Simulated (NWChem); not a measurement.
# How basis sets differ on LiH (SMILES [LiH])

The species is LiH (2 atoms), meant as a singlet with charge 0. As SMILES, `[LiH]`. Geometry: the measured bond length.

```tsv
atom	x (Å)	y (Å)	z (Å)
Li	0.0000	0.0000	0.0000
H	0.0000	0.0000	1.5957
```

Quantity: the dipole moment, in D. The values are calculated.

```tsv
level	kind	program	value (D)
BP86/6-31G* (spherical functions)	GGA	NWChem	5.57
BP86/6-31+G* (spherical functions)	GGA	NWChem	5.59
BP86/6-31++G** (spherical functions)	GGA	NWChem	5.71
BP86/6-311+G**	GGA	NWChem	5.69
BP86/6-311++G(2d,2p)	GGA	NWChem	5.70
BP86/6-311++G(3df,3pd)	GGA	NWChem	5.70
```

The values span 5.57 to 5.71 D.
